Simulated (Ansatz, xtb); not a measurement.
Molecule: C6H5, net charge -1, singlet state. It need not be the lowest isomer of its formula. Whether it binds its extra electron was not tested at this geometry. 
Structure (B3LYP-D3(BJ)/def2-TZVP (Ansatz, a quantum-chemistry and plane-wave program) minimum search):
```xyz
11

C      0.0067     1.5448     0.0151
C      1.1749     0.7457     0.0128
C      1.1923    -0.6525    -0.0008
C     -0.0059    -1.3638    -0.0133
C     -1.1979    -0.6421    -0.0119
C     -1.1685     0.7559     0.0019
H      2.1539     1.2368     0.0221
H      2.1392    -1.1943    -0.0017
H     -0.0106    -2.4499    -0.0239
H     -2.1494    -1.1757    -0.0215
H     -2.1431     1.2555     0.0022
```
Charge -1, spin multiplicity 1.

Harmonic wavenumbers from GFN2-xTB (xtb, at its own minimum), cm⁻¹: 274, 349, 568, 582, 634, 682, 843, 858, 912, 922, 947, 1019, 1091, 1093, 1180, 1210, 1236, 1307, 1402, 1436, 1546, 1546, 2821, 2828, 2860, 2863, 2922.

Problem. Give the harmonic wavenumbers at B3LYP-D3(BJ)/def2-TZVP (Ansatz, finite differences of forces, unscaled).

Solution. 349, 401, 601, 635, 669, 713, 827, 838, 925, 931, 966, 1015, 1044, 1056, 1154, 1193, 1259, 1338, 1430, 1451, 1568, 1572, 2995, 2996, 3060, 3065, 3128 cm⁻¹. Zero-point energy 53.1 kcal/mol.

Problem. From these and the geometry, give the ideal-gas thermochemistry at 298.15 K and 1 atm (rigid rotor, harmonic oscillator).

Solution. Point group C2v, rotational symmetry number 2. Rotational constants 5.886, 5.839, 2.931 GHz. S(trans) 38.94, S(rot) 24.19, S(vib) 4.77, S(elec, spin only) 0.00, S 67.9 cal/(mol K). H(298) - H(0) 3.41 kcal/mol; G - E(el) 36.3 kcal/mol.
